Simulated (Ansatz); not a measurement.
**AlSiH₂ (doublet): wave-function methods side by side, cc-pVDZ**

Aim: climb from Hartree-Fock through coupled cluster for AlSiH₂ (doublet) at one geometry and basis, and see what each rung misses.

Method: cc-pVDZ, core rule «outside noble gas», up to 10 orbitals frozen; program: Ansatz 0.2.0, Gaussian basis.

The runs, in order: UHF; CCSD(T) on ROHF; CCSD(T) on UHF; BCCD(T) on ROHF; CISD as a restricted active space (open shells left free, so some higher excitations enter); CCSDT(Q) on ROHF; CCSDT(Q) on UHF; CCSDTQ on ROHF.

13 further runs of the same task are left out: 8 for a known fault of the program, 5 set aside as unsound or not needed. Runs told in other sessions of the task aren't counted.

## 1. The geometry

The geometry is a PBE0/def2-TZVP stationary point (not a proven minimum).

4 atoms, charge 0, spin multiplicity 2.

Atoms are counted from 1 here; the program's logs count them from 0.

Bond lengths: Si1–Al2 2.453 Å, Al2–H3 1.595 Å, Al2–H4 1.595 Å. Angles: Si1–Al2–H3 120.0°, Si1–Al2–H4 120.0°, H3–Al2–H4 119.9°.

## 2. UHF

Input file in.yaml:

```yaml
crystal:
  periodic: [false, false, false]
  atoms:
    - {symbol: Si, position_ang: [0.000000, 0.000000, 1.274311]}
    - {symbol: Al, position_ang: [0.000000, 0.000000, -1.178752]}
    - {symbol: H, position_ang: [0.000000, -1.380606, -1.976865]}
    - {symbol: H, position_ang: [0.000000, 1.380606, -1.976865]}
basis:
  gaussian: {orbitals: cc-pVDZ}
magnetization: {spin_polarized: true, initial_magnetization: 1}
hamiltonian: {xc: hf}
output: {orbitals: {seedname: orbitals}}
```

Command:

```bash
> ansatz run in.yaml --threads 1 --pin off --events-out ev --progress --plain --max-ram 4096MiB --backend cpu
```

After this run come: CCSD(T) on ROHF; CCSD(T) on UHF; BCCD(T) on ROHF; CISD as a restricted active space (open shells left free, so some higher excitations enter); CCSDT(Q) on ROHF; CCSDT(Q) on UHF; CCSDTQ on ROHF.

Before running them: what should the planned runs give, taken together? Wanted: RCCSDTQ from the RHF energy; RMP2 from RCCSDTQ; UMP2 from RCCSDTQ; RCCSD from RCCSDTQ; RCCSD(T) from RCCSDTQ; UCCSD(T) from RCCSDTQ; RCCSDT(Q) from RCCSDTQ; UCCSDT(Q) from RCCSDTQ; T1 diagnostic.

**Answer**, as computed:

| quantity | value |
| --- | --- |
| RCCSDTQ from the ROHF energy | -4.6634 eV |
| RMP2 from RCCSDTQ | +117.6 kJ/mol |
| UMP2 from RCCSDTQ | +129.7 kJ/mol |
| RCCSD from RCCSDTQ | +15.2 kJ/mol |
| RCCSD(T) from RCCSDTQ | +4.0 kJ/mol |
| UCCSD(T) from RCCSDTQ | +5.2 kJ/mol |
| RCCSDT(Q) from RCCSDTQ | +0.1 kJ/mol |
| UCCSDT(Q) from RCCSDTQ | +0.2 kJ/mol |
| levels within 1 kcal/mol (43 meV) | RCCSD(T), BCCD(T), RCCSDT, UCCSDT, RCCSDT(Q), UCCSDT(Q) |
| T1 diagnostic | 0.020 |

**Reading.** RCCSD(T) lands +4.0 kJ/mol from the yardstick (0.9 % of the correlation energy). These misses are within one basis, not against nature; the frozen cores of restricted and unrestricted runs differ, which can shift their rows.

With open shells the CI space here admits some higher excitations, so it is larger than plain CISD.
